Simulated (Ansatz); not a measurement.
```yaml
crystal:
  periodic: [false, false, false]
  atoms:
    - {symbol: C, position_ang: [1.495646, 0.414128, 0.526062]}
    - {symbol: N, position_ang: [0.731441, -0.401547, -0.394912]}
    - {symbol: C, position_ang: [-0.478296, -0.451387, -0.412910]}
    - {symbol: C, position_ang: [-1.777532, -0.577700, -0.504380]}
    - {symbol: Cl, position_ang: [-2.711515, 0.452936, -1.526505]}
    - {symbol: H, position_ang: [2.097209, 1.114948, -0.055393]}
    - {symbol: H, position_ang: [2.184311, -0.233629, 1.070817]}
    - {symbol: H, position_ang: [0.868888, 0.965286, 1.232419]}
    - {symbol: H, position_ang: [-2.321653, -1.329133, 0.047703]}
basis:
  gaussian: {orbitals: def2-TZVPPP}
total_charge: -1
magnetization: {spin_polarized: true, initial_magnetization: 1}
hamiltonian: {xc: {name: wB97}}
output: {forces: true}
```

```sh
$ ansatz run in.yaml --threads 2 --pin off --events-out ev --progress --plain --max-ram 4352MiB
```

(1) How does Ansatz answer? (Estimate.)

Answers

(1) Ansatz gave: The program refused the input.
```
Error: <dir> can't be read: No such file or directory (os error 2)
```
